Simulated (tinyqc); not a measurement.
Starting guesses with DIIS over 6 matrices: SCF starting guesses in the sto-3g basis, for CH, spin multiplicity 4. Computed by the program tinyqc with PySCF. 

Geometry (angstrom):
```
atom,x,y,z
C,0.0000,0.0000,0.0000
H,0.0000,0.0000,2.1670
```

lowest solution found by these runs and by PySCF with stability checks = -37.666661 hartree

UHF with one setting changed at a time; a run stops when the energy changes by less than 1e-09 hartree and the error matrix is below 1e-5. Starts: the lowest orbitals of the core Hamiltonian, of the Wolfsberg-Helmholz matrix (K = 1.75), projected atomic densities, random orbitals, and the highest orbitals of the core Hamiltonian (a deliberately bad start).

Largest element of the error matrix X^T (FDS - SDF) X:
```
iteration,core,Wolfsberg-Helmholz,atomic densities,random,highest core orbitals
1,7.7e-02,1.7e-01,6.6e-02,4.5e+00,9.4e-02
2,1.9e-01,1.8e-01,1.2e-01,3.0e-01,3.0e-01
3,1.3e-01,1.1e-01,7.6e-02,9.0e-02,2.7e-01
4,1.2e-01,7.0e-02,9.9e-03,3.9e-02,2.0e-01
5,6.2e-02,5.8e-02,1.5e-03,6.4e-03,3.8e-02
6,1.7e-02,3.9e-02,1.2e-03,6.9e-03,2.8e-02
8,4.6e-03,5.1e-03,2.4e-05,7.2e-03,2.6e-02
10,6.2e-05,9.7e-04,1.3e-07,3.2e-03,2.5e-03
14,-,-,-,3.2e-04,-
```

How each run ends:
```
run,iterations,E (hartree),state
core,12,-37.51772,higher
Wolfsberg-Helmholz,13,-37.58688,higher
atomic densities,10,-37.66666,lowest found
random,17,-37.64950,higher
highest core orbitals,12,-37.58688,higher
```

1 of 5 runs reach the lowest solution found, in 10 to 10 iterations (fastest: atomic densities). Ending on a higher stationary point: core, Wolfsberg-Helmholz, random, highest core orbitals; a small error matrix cannot reveal that, and an occupation fixed by the start is kept by symmetry or by the shape of the basin. The first errors are 8e-02, 2e-01, 7e-02, 4e+00, 9e-02.
